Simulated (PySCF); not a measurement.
Stationary points of N(OH)3

Method: PySCF, PBE0, basis N def2-TZVP, O def2-TZVP, H def2-TZVP (no relativity, density fitting).

Relaxations began from a few typed shapes. The search is not exhaustive: other isomers or separated fragments can lie lower, and high-lying points may rest on an excited occupation.

Question: Which is the lowest minimum found?
A. singlet C3: N–O 1.396 Å (×3), O–H 0.964 Å (×3); H–O–N 102.8° (×3), O–N–O 103.6° (×3)
B. singlet C3h: N–O 1.388 Å (×3), O–H 0.964 Å (×3); H–O–N 103.2° (×3), O–N–O 120.0° (×3)
C. singlet Cs: N–O 1.379 Å, N–O 1.398 Å (×2), O–H 0.963 Å (×2), O–H 0.973 Å; H–O–N 102.8° (×2), H–O–N 105.8°, O–N–O 101.4°, O–N–O 106.6° (×2)

Answer: C. The others lie at 12.6 (singlet C3), 301.6 (singlet C3h, a saddle point) kJ/mol above it.
